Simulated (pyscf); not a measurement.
Structures and frequencies: ωB97X-D3(BJ)/def2-SVP in PySCF. Correlated levels are frozen-core, on RHF or UHF. ΔMP2 is the change of the MP2 total energy from the triple- to the quadruple-zeta basis.

Q: How much does it cost (ΔH, 298 K, CCSD(T)/def2-TZVPP + ΔMP2(QZVPP)) to split H₃Si–SiH₂–SiH₃ at its Si–Si bond into SiH₃• + •H₂Si–SiH₃?

A: Si–Si to SiH₃• + •H₂Si–SiH₃: 74.3 kcal/mol. Other isomers of •H₂Si–SiH₃ were not searched in full and may lie lower. The CCSD(T) − MP2 part came from Ansatz, without density fitting, on the same reference.
